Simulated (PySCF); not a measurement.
Species: CH5P.
Numbering: `[CH2:1]=[PH3:2]` (hydrogens: H3, H4 on C1; H5, H6, H7 on P2)

A GFN2-xTB structure was refined with PySCF, PBE0-D3(BJ)/def2-SVP geometry optimisation, gas phase. Its GFN2-xTB values:

```tsv
coordinate	GFN2-xTB
C1=P2	1.718 Å
C1–H3	1.096 Å
P2–H5	1.376 Å
P2–H7	1.414 Å
C1–P2–H5	110.5°
C1–P2–H6	109.3°
C1–P2–H7	137.0°
P2–C1–H3	107.8°
H3–C1–H4	112.4°
H5–P2–H6	102.0°
H5–P2–H7	96.2°
```

Question: How do these coordinates change at the PBE0-D3(BJ)/def2-SVP level?

Answer: 
| coordinate | PBE0-D3(BJ)/def2-SVP (Å or °) | change |
| --- | --- | --- |
| C1=P2 | 1.671 | -0.047 |
| P2–H7 | 1.460 | +0.046 |
| P2–H5 | 1.418 | +0.042 |
| C1–H3 | 1.093 | -0.003 |
| P2–C1–H3 | 117.1 | +9.3 |
| C1–P2–H7 | 129.7 | -7.3 |
| H3–C1–H4 | 117.2 | +4.8 |
| C1–P2–H6 | 112.6 | +3.3 |
| H5–P2–H6 | 105.0 | +3.0 |
| C1–P2–H5 | 112.5 | +2.0 |
| H5–P2–H7 | 96.8 | +0.6 |

The energy falls by 0.163 eV over 7 energy and gradient evaluations, the largest force component goes from 0.0301 to 2.5e-04 Eh/bohr, and the atoms move by 0.072 Å rms after alignment. Among the bonds, C1=P2 and P2–H7 change most and about equally (-0.047 to +0.046 Å). Bonds longer at the end by more than 0.005 Å: 4 of 6; shorter: 1. Among the dihedrals that turn most is H4–C1–P2–H6, from 63° to 48°. Rotational constants go from 80043, 13538, 12998 to 76333, 13910, 13187 MHz.

The run used 57 basis functions and 41 SCF cycles in all. Hardware: one thread of an Intel Xeon Platinum 8488C, shared host. Cost: 4.9 s of wall time, 0.28 GiB resident at most.

Stationary, but not proved a minimum.
